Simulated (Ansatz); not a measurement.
# SiCO+ (doublet): from Hartree-Fock to the top rungs, def2-TZVPP

The task here is to estimate one member of a computed series from the others.

Computed with Ansatz 0.2.0, Gaussian basis. Level: def2-TZVPP, core rule «outside noble gas», up to 7 orbitals frozen.

Plan: UHF; ROHF; CCSD(T) on UHF.

2 further runs of the same task are left out: 2 set aside as unsound or not needed.

### What is computed

The geometry is a PBE0/def2-TZVP stationary point (not a proven minimum) of the parent state, kept for this charge and spin.

3 atoms, charge 1, spin multiplicity 2.

Atoms are counted from 1 here; the program's logs count them from 0.

Bond lengths: C1–Si2 1.831 Å, Si2–O3 1.514 Å. Angles: C1–Si2–O3 180.0°.

As a file:

```xyz
3

C     0.0000    0.0000   -1.7257
Si    0.0000    0.0000    0.1057
O     0.0000    0.0000    1.6201
```

The first run:

Input file in.yaml:

```yaml
crystal:
  periodic: [false, false, false]
  atoms:
    - {symbol: C, position_ang: [0.000000, 0.000000, -1.725733]}
    - {symbol: Si, position_ang: [0.000000, 0.000000, 0.105667]}
    - {symbol: O, position_ang: [0.000000, 0.000000, 1.620067]}
basis:
  gaussian: {orbitals: def2-TZVPP}
total_charge: 1
magnetization: {spin_polarized: true, initial_magnetization: 1}
hamiltonian: {xc: hf}
output: {orbitals: {seedname: orbitals}}
```

On the command line:

```
> ansatz run in.yaml --threads 1 --pin off --events-out ev --progress --plain --max-ram 4096MiB --backend cpu
```

Steps of the session up to this table: UHF; ROHF; CCSD(T) on UHF.

One of the session's tables, all rows but one given; the rest of the session is left out.

| method | from UCCSD(T) (meV) |
| --- | --- |
| ROHF | +12827.7 |
| UHF | ? |
| UMP2 | +1204.9 |
| UCCSD | +724.4 |
| UCCSD(T) | 0 |

Estimate the missing values for UHF.

The run gave: from UCCSD(T) (meV): +12230.1. In the column «from UCCSD(T) (meV)» it lies between UMP2 (+1204.9) and ROHF (+12827.7).

To keep in mind: The determinant is far from a pure spin state, so its energy mixes those of several spin states (harmless only where they are near-degenerate, as at dissociation).
